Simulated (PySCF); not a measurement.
# [H···H···BH₂], doublet: the ladder up to full CI

All five atoms lie in one plane.

Geometry: a point of a hydrogen-transfer path between rigid fragments, not a stationary point.

```xyz
5

H    -2.2315    0.0000    0.0000
H    -1.1975    0.0000    0.0000
B     0.1895    0.0000    0.0000
H     0.6985    0.0000    1.0770
H     0.6985    0.0000   -1.0770
```

Basis 6-31G; PySCF 2.14.0. Only valence electrons are correlated (noble-gas cores frozen), which leaves 7 electrons in 16 orbitals. Prefix R: restricted or restricted open-shell reference; prefix U: unrestricted.

Full CI is exact within this basis and frozen core; it isn't the basis-set limit. The frozen core follows each run's orbitals, which can shift R against U totals by a few meV.

```
UHF ⟨S²⟩                          : 0.776
T1 diagnostic (ROHF- or RHF-based CCSD)             : 0.0243
largest doubles amplitude (ROHF- or RHF-based CCSD) : 0.059
T1 diagnostic (UCCSD)             : 0.0111
```

| level | E − E(full CI) (kJ/mol) | share of correlation (%) | wall time |
| --- | --- | --- | --- |
| RHF | 230.7 | 0.00 | – |
| UHF | 212.1 | 8.08 | – |
| RMP2 | 59.8 | 74.10 | – |
| UMP2 | 58.6 | 74.60 | – |
| RCCSD | 4.0 | 98.26 | – |
| UCCSD | 3.8 | 98.36 | – |
| RCCSD(T) | 1.1 | 99.53 | 0.6 s |
| UCCSD(T) | 1.1 | 99.53 | 0.43 s |
| RCCSDT | 0.1 | 99.96 | 1.5 s |
| UCCSDT | 0.1 | 99.96 | 1.6 s |

The correlation energy at full CI, counted from RHF, is -2.391 eV. The search over symmetries took 5.3 s on 1 thread of Intel Xeon, shared host; the state has 272,520 determinants.

Times are those of the correlated step on a shared host, with one SCF added for the restricted CCSD run; they ran on 1 thread of Intel Xeon.

The full-CI state has the irrep A1 of C2v, in the program's axes.

Natural occupations of full CI about the gap: 1.971 1.970 1.962 0.997 0.029 0.021 0.018 0.010 0.006 0.006; effectively unpaired electrons, Σ n²(2−n)², 1.02.
